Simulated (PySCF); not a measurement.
# A diatomic session: AlO+, part 2 of 2

PySCF 2.14.0; Al jorge-DZP-DKH, O jorge-DZP-DKH; spin-free X2C with a Gaussian nucleus. Earlier steps stand in the parts before.

## (8) M06-2X (hybrid meta-GGA)

Output of the SCF at 1.790 Å:

```text
[... 17 set-up lines left out, the same as in an earlier log ...]
XC functionals = M062X
    Y. Zhao and D. G. Truhlar.,  Theor. Chem. Acc. 120, 215 (2008)
    Y. Zhao and D. G. Truhlar.,  Theor. Chem. Acc. 120, 215 (2008)
[... 2 set-up lines left out, the same as in an earlier log ...]
init E= -317.717807132893
cycle= 1 E= -317.719173363119  delta_E= -0.00137  |g|= 0.00786  |ddm|= 0.102
cycle= 2 E= -317.719203440649  delta_E= -3.01e-05  |g|= 0.0066  |ddm|= 0.0213
cycle= 3 E= -317.719223310517  delta_E= -1.99e-05  |g|= 0.00254  |ddm|= 0.00809
cycle= 4 E= -317.719228181366  delta_E= -4.87e-06  |g|= 0.000452  |ddm|= 0.00355
cycle= 5 E= -317.719228711732  delta_E= -5.3e-07  |g|= 0.000207  |ddm|= 0.00139
cycle= 6 E= -317.719228815024  delta_E= -1.03e-07  |g|= 7.33e-05  |ddm|= 0.000762
cycle= 7 E= -317.719228826617  delta_E= -1.16e-08  |g|= 1.77e-05  |ddm|= 0.000309
cycle= 8 E= -317.719228827547  delta_E= -9.3e-10  |g|= 5.32e-06  |ddm|= 8.47e-05
Extra cycle  E= -317.719228827597  delta_E= -4.99e-11  |g|= 3.04e-06  |ddm|= 1.22e-05
converged SCF energy = -317.719228827597  <S^2> = 2.0114701  2S+1 = 3.007637
```

Re = 1.772 Å, ωe = 709 cm⁻¹, ωexe = 9.03 cm⁻¹, αe = 0.00669 cm⁻¹, Be = 0.5348 cm⁻¹, De = 0.95 eV, μ = -4.88 D. 7.1 s of CPU time for 12 points, integrals apart.

## (9) LDA (local density)

Log of the SCF at 1.790 Å:

```text
[... 17 set-up lines left out, the same as in an earlier log ...]
XC functionals = LDA,VWN
    P. A. M. Dirac.,  Math. Proc. Cambridge Philos. Soc. 26, 376 (1930)
    F. Bloch.,  Z. Phys. 57, 545 (1929)
    S. H. Vosko, L. Wilk, and M. Nusair.,  Can. J. Phys. 58, 1200 (1980)
[... 2 set-up lines left out, the same as in an earlier log ...]
init E= -316.144832695714
cycle= 1 E= -316.145454122559  delta_E= -0.000621  |g|= 0.117  |ddm|= 0.184
cycle= 2 E= -316.103529696352  delta_E= 0.0419  |g|=  0.3  |ddm|= 0.438
cycle= 3 E= -316.151838125999  delta_E= -0.0483  |g|= 0.0153  |ddm|= 0.327
cycle= 4 E= -316.151884315152  delta_E= -4.62e-05  |g|= 0.00392  |ddm|= 0.00776
cycle= 5 E= -316.151891520737  delta_E= -7.21e-06  |g|= 0.000485  |ddm|= 0.00342
cycle= 6 E= -316.151891634275  delta_E= -1.14e-07  |g|= 0.000165  |ddm|= 0.000812
cycle= 7 E= -316.151891651966  delta_E= -1.77e-08  |g|= 5.22e-06  |ddm|= 0.000234
cycle= 8 E= -316.151891651979  delta_E= -1.31e-11  |g|= 1.19e-06  |ddm|= 5.25e-06
Extra cycle  E= -316.151891651978  delta_E= 8.53e-13  |g|= 1.74e-06  |ddm|= 3.32e-06
converged SCF energy = -316.151891651978  <S^2> = 2.0046469  2S+1 = 3.0030963
```

Re = 1.780 Å, ωe = 696 cm⁻¹, ωexe = 6.35 cm⁻¹, αe = 0.00592 cm⁻¹, Be = 0.5301 cm⁻¹, De = 1.90 eV, μ = -4.37 D. 2.7 s of CPU time for 12 points, integrals apart.

## (10) CAM-B3LYP (range-separated hybrid)

The SCF at the reference distance, 1.790 Å, printed:

```text
[... 13 set-up lines left out, the same as in an earlier log ...]
max_memory 909 MB (current use 272 MB)
[... 3 set-up lines left out, the same as in an earlier log ...]
XC functionals = CAMB3LYP
    T. Yanai, D. P. Tew, and N. C. Handy.,  Chem. Phys. Lett. 393, 51 (2004)
[... 2 set-up lines left out, the same as in an earlier log ...]
init E= -317.735147597791
cycle= 1 E= -317.735493148659  delta_E= -0.000346  |g|= 0.00891  |ddm|= 0.0456
cycle= 2 E= -317.735482488127  delta_E= 1.07e-05  |g|= 0.0101  |ddm|= 0.0177
cycle= 3 E= -317.735525609761  delta_E= -4.31e-05  |g|= 0.00146  |ddm|= 0.00911
cycle= 4 E= -317.735526916134  delta_E= -1.31e-06  |g|= 0.000354  |ddm|= 0.00186
cycle= 5 E= -317.735527197237  delta_E= -2.81e-07  |g|= 0.000158  |ddm|= 0.00115
cycle= 6 E= -317.735527281326  delta_E= -8.41e-08  |g|= 3.72e-05  |ddm|= 0.000862
cycle= 7 E= -317.735527285519  delta_E= -4.19e-09  |g|= 5.46e-06  |ddm|= 0.000225
cycle= 8 E= -317.735527285612  delta_E= -9.24e-11  |g|= 1.25e-06  |ddm|= 2.91e-05
Extra cycle  E= -317.735527285615  delta_E= -3.13e-12  |g|= 8.75e-07  |ddm|= 3.55e-06
converged SCF energy = -317.735527285615  <S^2> = 2.0106037  2S+1 = 3.0070608
```

Re = 1.772 Å, ωe = 696 cm⁻¹, ωexe = 9.49 cm⁻¹, αe = 0.00707 cm⁻¹, Be = 0.5346 cm⁻¹, De = 1.05 eV, μ = -4.71 D.

## (11) UHF (mean field)

Output of the SCF at 1.790 Å:

```text
******** <class 'pyscf.scf.uhf_symm.SymAdaptedUHF'> ********
method = SymAdaptedUHF
[... 11 set-up lines left out, the same as in an earlier log ...]
max_memory 909 MB (current use 275 MB)
[... 1 set-up line left out, the same as in an earlier log ...]
Overwritten attributes  get_hcore get_k get_j get_jk get_occ  of <class 'pyscf.scf.uhf_symm.SymAdaptedUHF'>
[... 1 set-up line left out, the same as in an earlier log ...]
init E= -316.937242278304
cycle= 1 E= -316.947833377373  delta_E= -0.0106  |g|= 0.0368  |ddm|= 0.161
cycle= 2 E= -316.94887829997  delta_E= -0.00104  |g|= 0.0145  |ddm|= 0.0484
cycle= 3 E= -316.949119388225  delta_E= -0.000241  |g|= 0.00863  |ddm|= 0.0223
cycle= 4 E= -316.949220111317  delta_E= -0.000101  |g|= 0.00249  |ddm|= 0.0171
cycle= 5 E= -316.949235967233  delta_E= -1.59e-05  |g|= 0.00112  |ddm|= 0.00718
cycle= 6 E= -316.949239597884  delta_E= -3.63e-06  |g|= 0.00062  |ddm|= 0.00334
cycle= 7 E= -316.949241117129  delta_E= -1.52e-06  |g|= 0.000286  |ddm|= 0.00311
cycle= 8 E= -316.949241465491  delta_E= -3.48e-07  |g|= 0.000163  |ddm|= 0.00158
cycle= 9 E= -316.949241617826  delta_E= -1.52e-07  |g|= 7.25e-05  |ddm|= 0.00122
cycle= 10 E= -316.949241646392  delta_E= -2.86e-08  |g|= 1.08e-05  |ddm|= 0.000718
cycle= 11 E= -316.949241646565  delta_E= -1.72e-10  |g|= 2.49e-06  |ddm|= 3.3e-05
Extra cycle  E= -316.949241646573  delta_E= -8.47e-12  |g|= 1.16e-06  |ddm|= 5.14e-06
converged SCF energy = -316.949241646573  <S^2> = 2.0318118  2S+1 = 3.0211334
```

No constants are quoted: too few points lie around the minimum. 0.62 s of CPU time for 12 points, integrals apart.

## (12) MP2 and coupled cluster

Reference: UHF; core orbitals frozen: 6; virtual orbitals above 20 hartree dropped in coupled cluster: 3. MP2 keeps all virtuals, so it differs from the MP2 energy in the coupled-cluster log.

The coupled-cluster run at the reference distance, 1.790 Å, printed:

```text
******** <class 'pyscf.cc.uccsd.UCCSD'> ********
CC2 = 0
CCSD nocc = (np.int64(5), np.int64(3)), nmo = (30, 30)
frozen orbitals [[0, 1, 2, 3, 4, 5, 36, 37, 38], [0, 1, 2, 3, 4, 5, 36, 37, 38]]
max_cycle = 80
direct = 0
conv_tol = 1e-07
conv_tol_normt = 1e-05
diis_space = 8
diis_start_cycle = 0
diis_start_energy_diff = 1e+09
max_memory 909 MB (current use 305 MB)
Init t2, MP2 energy = -0.160711616417579
Init E_corr(UCCSD) = -0.160711616419023
cycle = 1  E_corr(UCCSD) = -0.167599992926281  dE = -0.00688837651  norm(t1,t2) = 0.0791485
cycle = 2  E_corr(UCCSD) = -0.173491610636162  dE = -0.00589161771  norm(t1,t2) = 0.0296097
cycle = 3  E_corr(UCCSD) = -0.174133355434482  dE = -0.000641744798  norm(t1,t2) = 0.0227201
cycle = 4  E_corr(UCCSD) = -0.176794631343622  dE = -0.00266127591  norm(t1,t2) = 0.013014
cycle = 5  E_corr(UCCSD) = -0.17664910103812  dE = 0.000145530306  norm(t1,t2) = 0.00321715
cycle = 6  E_corr(UCCSD) = -0.176614181841176  dE = 3.49191969e-05  norm(t1,t2) = 0.00161882
cycle = 7  E_corr(UCCSD) = -0.176679965843205  dE = -6.5784002e-05  norm(t1,t2) = 0.000727445
cycle = 8  E_corr(UCCSD) = -0.176675405911858  dE = 4.55993135e-06  norm(t1,t2) = 0.000270261
cycle = 9  E_corr(UCCSD) = -0.176669333368164  dE = 6.07254369e-06  norm(t1,t2) = 0.000123743
cycle = 10  E_corr(UCCSD) = -0.17667134638145  dE = -2.01301329e-06  norm(t1,t2) = 4.58386e-05
cycle = 11  E_corr(UCCSD) = -0.176671759162702  dE = -4.12781252e-07  norm(t1,t2) = 2.24383e-05
cycle = 12  E_corr(UCCSD) = -0.176671948731483  dE = -1.89568781e-07  norm(t1,t2) = 9.8895e-06
cycle = 13  E_corr(UCCSD) = -0.176671682885769  dE = 2.65845713e-07  norm(t1,t2) = 4.43645e-06
cycle = 14  E_corr(UCCSD) = -0.176671615766061  dE = 6.71197086e-08  norm(t1,t2) = 2.20202e-06
UCCSD converged
E(UCCSD) = -317.1259132623393  E_corr = -0.1766716157660606
UCCSD(T) correction = -0.00525036528750296
```

Correlation energy (eV) along the bond:

| R (Å) | MP2 | SCS-MP2 | CCSD | CCSD(T) | T1 |
| --- | --- | --- | --- | --- | --- |
| 1.539 | -4.231 | -4.133 | n/a | n/a | n/a |
| 1.611 | -4.289 | -4.193 | -4.660 | -4.786 | 0.027 |
| 1.683 | -4.341 | -4.247 | -4.723 | -4.856 | 0.029 |
| 1.736 | -4.371 | -4.280 | -4.767 | -4.907 | 0.029 |
| 1.790 | -4.383 | -4.297 | -4.807 | -4.950 | 0.030 |
| 1.844 | -4.360 | -4.281 | -4.838 | -4.980 | 0.030 |
| 1.915 | -4.222 | -4.160 | -4.846 | -4.977 | 0.036 |
| 2.005 | -3.960 | -3.931 | -4.769 | -4.885 | 0.047 |
| 2.112 | -3.743 | -3.750 | -4.613 | -4.716 | 0.048 |
| 2.255 | -3.592 | -3.630 | n/a | n/a | n/a |

UHF-MP2: No constants are quoted: the points don't follow one smooth fit.

UHF-SCS-MP2: No constants are quoted: the points don't follow one smooth fit.

UHF-CCSD: Re = 1.795 Å, ωe = 631 cm⁻¹, ωexe = 15.0 cm⁻¹, αe = 0.00991 cm⁻¹, Be = 0.5207 cm⁻¹, De = 0.435 eV.

UHF-CCSD(T): Re = 1.796 Å, ωe = 665 cm⁻¹, ωexe = 13.1 cm⁻¹, αe = 0.00806 cm⁻¹, Be = 0.5206 cm⁻¹, De = 0.55 eV.

## (13) All curves

Energy (eV) from each level's lowest point:

| R (Å) | UHF | UHF-MP2 | UHF-SCS-MP2 | UHF-CCSD | UHF-CCSD(T) | LDA | PBE | revPBE | r²SCAN | PBE0 | M06-2X | CAM-B3LYP |
| --- | --- | --- | --- | --- | --- | --- | --- | --- | --- | --- | --- | --- |
| 1.539 | 0.714 | 0.856 | 0.867 | n/a | n/a | 0.835 | 0.969 | 1.016 | 0.854 | 0.852 | 0.817 | 0.799 |
| 1.611 | 0.264 | 0.348 | 0.358 | 0.401 | 0.418 | 0.354 | 0.444 | 0.475 | 0.360 | 0.363 | 0.334 | 0.326 |
| 1.683 | 0.051 | 0.083 | 0.091 | 0.126 | 0.135 | 0.101 | 0.151 | 0.169 | 0.101 | 0.105 | 0.086 | 0.084 |
| 1.736 | 0.000 | 0.002 | 0.007 | 0.030 | 0.033 | 0.017 | 0.041 | 0.050 | 0.016 | 0.020 | 0.010 | 0.010 |
| 1.790 | 0.011 | 0.000 | 0.000 | 0.000 | 0.000 | 0.000 | 0.000 | 0.000 | 0.000 | 0.000 | 0.000 | 0.000 |
| 1.844 | 0.057 | 0.069 | 0.062 | 0.015 | 0.016 | 0.031 | 0.009 | 0.002 | 0.034 | 0.028 | 0.038 | 0.036 |
| 1.915 | 0.124 | 0.275 | 0.250 | 0.075 | 0.087 | 0.126 | 0.076 | 0.060 | 0.131 | 0.112 | 0.137 | 0.131 |
| 2.005 | 0.153 | 0.566 | 0.508 | 0.181 | 0.208 | 0.296 | 0.214 | 0.189 | 0.303 | 0.258 | 0.298 | 0.283 |
| 2.112 | 0.125 | 0.754 | 0.661 | 0.308 | 0.349 | 0.531 | 0.414 | 0.378 | 0.535 | 0.444 | 0.496 | 0.470 |
| 2.255 | 0.055 | 0.835 | 0.711 | n/a | n/a | 0.843 | 0.678 | 0.631 | 0.828 | 0.656 | 0.701 | 0.672 |

## (14) Results

This closing draws on all 2 parts.

Lowest PBE0 solution found, without spin–orbit coupling: ³Π (triplet), unpaired electrons σ ↑, π ↑. State 2 has its PBE0 minimum 0.16 eV higher, as a spin-mixed determinant (⟨S²⟩ = 1.01), so this is no gap between pure states. State 3 has its PBE0 minimum 0.76 eV higher. The other levels ran on the lowest alone.

| level | Re (Å) | ωe (cm⁻¹) | De (eV) | μ (D) |
| --- | --- | --- | --- | --- |
| UHF-CCSD | 1.795 | 631 | 0.435 | n/a |
| UHF-CCSD(T) | 1.796 | 665 | 0.55 | n/a |
| LDA | 1.780 | 696 | 1.90 | -4.37 |
| PBE | 1.805 | 657 | 1.46 | -4.36 |
| revPBE | 1.814 | 646 | 1.30 | -4.39 |
| r²SCAN | 1.778 | 707 | 1.50 | -4.69 |
| PBE0 | 1.782 | 680 | 1.09 | -4.67 |
| M06-2X | 1.772 | 709 | 0.95 | -4.88 |
| CAM-B3LYP | 1.772 | 696 | 1.05 | -4.71 |

De is counted to Al+ + O in their ground configurations. A positive dipole points from Al to O; in an ion it is taken about the centre of mass and does not tell which atom is negative. No constants: UHF (too few points lie around the minimum); UHF-MP2 (the points don't follow one smooth fit); UHF-SCS-MP2 (the points don't follow one smooth fit).

Time per point (s) on 1 thread, shared host (CPU time, shared integrals of 0.034 s apart; correlated levels include their reference; CCSD comes with the CCSD(T) run); the times are rough: UHF-CCSD(T) 0.64, LDA 0.22, PBE 0.34, revPBE 0.24, r²SCAN 0.52, PBE0 0.43, M06-2X 0.59, CAM-B3LYP 0.49.

**Reading.** The methods spread over 0.042 Å in bond length, from M06-2X to revPBE. CCSD(T) can't serve as the judge here: for a weak bond in this basis it is far from its limit. Of the levels with a De here, UHF-CCSD gives the least (0.435 eV) and LDA the most (1.90 eV).

Correlated steps freeze 6 core orbitals. At some levels the lowest empty orbital lies below the highest filled one (the two can be of opposite spin).
